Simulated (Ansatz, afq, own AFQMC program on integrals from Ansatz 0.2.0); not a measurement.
# Ge2H3, quartet in aug-cc-pVDZ, levels against CCSDT(Q)

```xyz
5

Ge    0.0000    0.0132    1.1812
Ge    0.0000   -0.0343   -1.2234
H     0.0000    1.2193    2.1518
H     0.0000   -1.2552    2.0686
H     0.0000    1.5605   -1.1845
```

Connectivity, by distances: GeH2–GeH.

Basis aug-cc-pVDZ. Only valence electrons are correlated. AFQMC by an in-house program on the Cholesky factors that Ansatz 0.2.0 writes for its CCSD(T) run. The CISD trial takes its coefficients from CCSD amplitudes. Released means that phaseless walkers are propagated on without the constraint, phases kept. ± is one standard error of the sampling. No spin–orbit coupling.

Determinant: UHF, the one that the program's search chose, which needn't be the lowest solution. The geometry is a PBE0/def2-TZVP stationary point of this or a neighbouring charge and spin state.

No full CI on the walks' own integrals is used here; CCSDT(Q) serves as the reference and is uncertain by about the last step of the cluster series.

Cautions: no relativity below Rb; no spin-orbit coupling; inner d shell frozen; another spin lies lower (by 2.34 eV).

The T1 diagnostic is 0.0189, the weight of the determinant in the CISD state is 0.871 and the ⟨S²⟩ of the determinant is 3.777. The size of the correlated space is 11 electrons in 71 orbitals.

| level | correlation energy (eV) |
| --- | --- |
| MP2 | -4.0690 |
| CCSD | -5.1308 |
| CCSD(T) | -5.2911 |

Task: Estimate where AFQMC with the constraint released lies against CCSD(T) on the same integrals.

Result: 1.03 ± 0.13 kcal/mol below CCSD(T).

Reference: CCSDT(Q), correlation energy -5.337 eV. The released energy is read at 2.40 1/Eh (meV from the phaseless value at times in 1/Eh: -6 ± 5 at 0.24, -8 ± 4 at 0.51, -10 ± 3 at 0.99, -14 ± 4 at 1.62, -14 ± 5 at 2.40).

```json
{"level": "CCSD(T)", "E − E(reference) (kcal/mol)": "1.06", "share of correlation (%)": "99.14"}
{"level": "CCSDT", "E − E(reference) (kcal/mol)": "0.16", "share of correlation (%)": "99.87"}
{"level": "ph-AFQMC/HF", "E − E(reference) (kcal/mol)": "0.85 ± 0.62", "share of correlation (%)": "99.31"}
{"level": "ph-AFQMC/CISD", "E − E(reference) (kcal/mol)": "0.35 ± 0.12", "share of correlation (%)": "99.71"}
{"level": "released AFQMC", "E − E(reference) (kcal/mol)": "0.02 ± 0.13", "share of correlation (%)": "99.98"}
```

A walk keeps the symmetry of its determinant, which the program's search chose and which needn't be the lowest solution, so a lower state of the same spin and another symmetry isn't excluded. Released energies are given only where the last usable release times agree within the noise; a slower fall can still hide under it.
